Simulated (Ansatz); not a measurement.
**Diamond**

Computed with r²SCAN-D4 (Ansatz, a program for electronic structure, plane waves, PAW).

Run with plane-wave cutoff 500 eV, 18×18×18 k mesh, gaussian smearing 0.02 eV, scalar-relativistic PAW data made under PBE.

Cell (relaxed at this level):

```
C
1.0
    0.00000     1.77731     1.77731
    1.77731     0.00000     1.77731
    1.77731     1.77731     0.00000
C
2
Direct
  0.50000   0.50000   0.50000
  0.75000   0.75000   0.75000
```

| Property | Result |
|---|---|
| band gap | 4.40 eV (on the SCF k mesh) |

Measured, for comparison: band gap 5.48 eV (low temperature, zero-point motion not removed; as tabulated in arXiv:1206.3780). Computed (rounded) less measured: band gap -1.08 eV.

The computed numbers hold no vibrational or temperature effects.

Cost on a shared machine: about 24 core-seconds (a rough figure).
